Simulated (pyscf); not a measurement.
Single points on ωB97X-D3(BJ)/def2-SVP structures (PySCF, gas phase).

Question: For the elementary gas-phase step F–SiH(O–SiH₃)–O–SiH₃ + H₃C–F → H₃Si–O–SiH₂–O–SiH₃ + F–CH₂–F (singlet surface; F–Si, C–H broken, H–Si, C–F formed), what barrier and reaction energy does ωB97M-D3(BJ)/def2-TZVP give, measured from the separated reactants?

Answer: ΔE‡ = 5.04 eV, ΔE = +2.18 eV. Zero-point energy shifts the barrier by -0.04 eV. It is a four-centre exchange, with an imaginary mode of 911i cm⁻¹. The same reactants have a lower exit, to •H₂C–F + H• + F–SiH(O–SiH₃)–O–SiH₃ (no saddle counted: cutting one bond costs +4.66 eV at ωB97M-D3(BJ), against +5.04 eV here). One saddle was located; it need not be the lowest between these sides.
